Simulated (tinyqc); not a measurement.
Worked calculation: RHF in the sto-3g basis, for H2F+, spin multiplicity 1. One step of it, computed by the program tinyqc.

Question. Iteration 1: building the Fock matrix. J_ij = sum D_kl (ij|kl), K_ij = sum D_kl (ik|jl); F = H + J - 0.5 K; E = tr D H + tr D J / 2 - 0.25 tr D K + E_nn.

D at the start, lower triangle:
```
            1F 1s      1F 2s    1F 2px     1F 2py    1F 2pz     2H 1s     3H 1s
1F 1s    1.954901
1F 2s   -0.452836   1.916118
1F 2px   0.000000   0.000000  1.484602
1F 2py   0.000000   0.000000  0.000000   1.307287
1F 2pz   0.012162  -0.068154  0.000000   0.000000  1.438284
2H 1s   -0.012485   0.034505  0.000000   0.152562  0.064043  0.920275
3H 1s   -0.012485   0.034505  0.000000  -0.152562  0.064043  0.043380  0.920275
```

core Hamiltonian H = T + V (hartree), lower triangle:
```
             1F 1s       1F 2s     1F 2px     1F 2py     1F 2pz      2H 1s      3H 1s
1F 1s   -41.070623
1F 2s    -9.638513  -11.544916
1F 2px    0.000000    0.000000  -9.180618
1F 2py    0.000000    0.000000   0.000000  -9.320419
1F 2pz   -0.012039   -0.146968   0.000000   0.000000  -9.224099
2H 1s    -1.608449   -3.610298   0.000000  -2.098745  -1.208618  -5.332977
3H 1s    -1.608449   -3.610298   0.000000   2.098745  -1.208618  -1.218424  -5.332977
```

Two-electron integrals (ij|kl) in chemists' order, unique and non-zero (hartree):
```
(11|11) 5.403501    (21|11) 0.841920    (21|21) 0.156299    (22|11) 1.268028
(22|21) 0.292344    (22|22) 0.926167    (31|31) 0.027998    (32|31) 0.043169
(32|32) 0.204588    (33|11) 1.264502    (33|21) 0.292403    (33|22) 0.925959
(33|33) 0.997514    (41|41) 0.027998    (42|41) 0.043169    (42|42) 0.204588
(43|43) 0.053770    (44|11) 1.264502    (44|21) 0.292403    (44|22) 0.925959
(44|33) 0.889973    (44|44) 0.997514    (51|51) 0.027998    (52|51) 0.043169
(52|52) 0.204588    (53|53) 0.053770    (54|54) 0.053770    (55|11) 1.264502
(55|21) 0.292403    (55|22) 0.925959    (55|33) 0.889973    (55|44) 0.889973
(55|55) 0.997514    (61|11) 0.141460    (61|21) 0.026038    (61|22) 0.048387
(61|33) 0.048313    (61|41) 0.000935    (61|42) 0.001751    (61|44) 0.048488
(61|51) 0.000521    (61|52) 0.000977    (61|54) 0.000098    (61|55) 0.048368
(61|61) 0.004383    (62|11) 0.355512    (62|21) 0.083052    (62|22) 0.293233
(62|33) 0.288961    (62|41) 0.004944    (62|42) 0.038454    (62|44) 0.298518
(62|51) 0.002757    (62|52) 0.021445    (62|54) 0.005330    (62|55) 0.291934
(62|61) 0.014036    (62|62) 0.113937    (63|31) 0.008727    (63|32) 0.051586
(63|43) 0.008112    (63|53) 0.004524    (63|63) 0.016953    (64|11) 0.210273
(64|21) 0.049756    (64|22) 0.188058    (64|33) 0.179995    (64|41) 0.011318
(64|42) 0.074995    (64|44) 0.202130    (64|51) 0.001445    (64|52) 0.013055
(64|54) 0.007821    (64|55) 0.181834    (64|61) 0.008765    (64|62) 0.089591
(64|64) 0.086866    (65|11) 0.117268    (65|21) 0.027749    (65|22) 0.104878
(65|33) 0.100382    (65|41) 0.001445    (65|42) 0.013055    (65|44) 0.103678
(65|51) 0.009533    (65|52) 0.058867    (65|54) 0.009951    (65|55) 0.110455
(65|61) 0.004888    (65|62) 0.049964    (65|64) 0.038990    (65|65) 0.038697
(66|11) 0.507046    (66|21) 0.120400    (66|22) 0.490102    (66|33) 0.473259
(66|41) 0.009076    (66|42) 0.099224    (66|44) 0.511369    (66|51) 0.005062
(66|52) 0.055336    (66|54) 0.021253    (66|55) 0.485112    (66|61) 0.020481
(66|62) 0.243201    (66|64) 0.222189    (66|65) 0.123913    (66|66) 0.774606
(71|11) 0.141460    (71|21) 0.026038    (71|22) 0.048387    (71|33) 0.048313
(71|41) -0.000935   (71|42) -0.001751   (71|44) 0.048488    (71|51) 0.000521
(71|52) 0.000977    (71|54) -0.000098   (71|55) 0.048368    (71|61) 0.004317
(71|62) 0.013602    (71|64) 0.007801    (71|65) 0.004742    (71|66) 0.019658
(71|71) 0.004383    (72|11) 0.355512    (72|21) 0.083052    (72|22) 0.293233
(72|33) 0.288961    (72|41) -0.004944   (72|42) -0.038454   (72|44) 0.298518
(72|51) 0.002757    (72|52) 0.021445    (72|54) -0.005330   (72|55) 0.291934
(72|61) 0.013602    (72|62) 0.091592    (72|64) 0.049698    (72|65) 0.038882
(72|66) 0.158079    (72|71) 0.014036    (72|72) 0.113937    (73|31) 0.008727
(73|32) 0.051586    (73|43) -0.008112   (73|53) 0.004524    (73|63) 0.013125
(73|73) 0.016953    (74|11) -0.210273   (74|21) -0.049756   (74|22) -0.188058
(74|33) -0.179995   (74|41) 0.011318    (74|42) 0.074995    (74|44) -0.202130
(74|51) -0.001445   (74|52) -0.013055   (74|54) 0.007821    (74|55) -0.181834
(74|61) -0.007801   (74|62) -0.049698   (74|64) -0.014261   (74|65) -0.020674
(74|66) -0.077625   (74|71) -0.008765   (74|72) -0.089591   (74|74) 0.086866
(75|11) 0.117268    (75|21) 0.027749    (75|22) 0.104878    (75|33) 0.100382
(75|41) -0.001445   (75|42) -0.013055   (75|44) 0.103678    (75|51) 0.009533
(75|52) 0.058867    (75|54) -0.009951   (75|55) 0.110455    (75|61) 0.004742
(75|62) 0.038882    (75|64) 0.020674    (75|65) 0.029428    (75|66) 0.073939
(75|71) 0.004888    (75|72) 0.049964    (75|74) -0.038990   (75|75) 0.038697
(76|11) 0.111721    (76|21) 0.026339    (76|22) 0.101064    (76|33) 0.099358
(76|44) 0.101558    (76|51) 0.001413    (76|52) 0.013183    (76|55) 0.102169
(76|61) 0.004396    (76|62) 0.038474    (76|64) 0.026474    (76|65) 0.019269
(76|66) 0.085865    (76|71) 0.004396    (76|72) 0.038474    (76|74) -0.026474
(76|75) 0.019269    (76|76) 0.015968    (77|11) 0.507046    (77|21) 0.120400
(77|22) 0.490102    (77|33) 0.473259    (77|41) -0.009076   (77|42) -0.099224
(77|44) 0.511369    (77|51) 0.005062    (77|52) 0.055336    (77|54) -0.021253
(77|55) 0.485112    (77|61) 0.019658    (77|62) 0.158079    (77|64) 0.077625
(77|65) 0.073939    (77|66) 0.296959    (77|71) 0.020481    (77|72) 0.243201
(77|74) -0.222189   (77|75) 0.123913    (77|76) 0.085865    (77|77) 0.774606
```

nuclear repulsion = 9.70989284 hartree

Give: Coulomb J; exchange K; Fock matrix F; total energy of this density.

Answer.

Coulomb J (hartree), lower triangle:
```
          1F 1s   1F 2s  1F 2px   1F 2py  1F 2pz   2H 1s   3H 1s
1F 1s   18.7229
1F 2s    3.5729  8.9962
1F 2px   0.0000  0.0000  8.9585
1F 2py   0.0000  0.0000  0.0000   9.0254
1F 2pz   0.0079  0.1021  0.0000   0.0000  8.9797
2H 1s    0.5955  2.8579  0.0000   1.8435  1.0573  5.0198
3H 1s    0.5955  2.8579  0.0000  -1.8435  1.0573  0.9993  5.0198
```

exchange K (hartree), lower triangle:
```
          1F 1s   1F 2s  1F 2px   1F 2py  1F 2pz   2H 1s   3H 1s
1F 1s   10.2244
1F 2s    1.7727  2.9638
1F 2px   0.0000  0.0000  2.0813
1F 2py   0.0000  0.0000  0.0000   2.1626
1F 2pz   0.0092  0.0809  0.0000   0.0000  2.1083
2H 1s    0.3284  1.1286  0.0000   0.6249  0.3821  1.2337
3H 1s    0.3284  1.1286  0.0000  -0.6249  0.3821  0.3905  1.2337
```

Fock matrix F (hartree), lower triangle:
```
           1F 1s    1F 2s   1F 2px   1F 2py   1F 2pz    2H 1s    3H 1s
1F 1s   -27.4600
1F 2s    -6.9520  -4.0306
1F 2px    0.0000   0.0000  -1.2628
1F 2py    0.0000   0.0000   0.0000  -1.3763
1F 2pz   -0.0087  -0.0853   0.0000   0.0000  -1.2985
2H 1s    -1.1771  -1.3167   0.0000  -0.5677  -0.3424  -0.9301
3H 1s    -1.1771  -1.3167   0.0000   0.5677  -0.3424  -0.4144  -0.9301
```

total energy of this density = -94.097797 hartree

This density is the starting one; it is not idempotent, so its energy is not variational and may lie below the converged one.
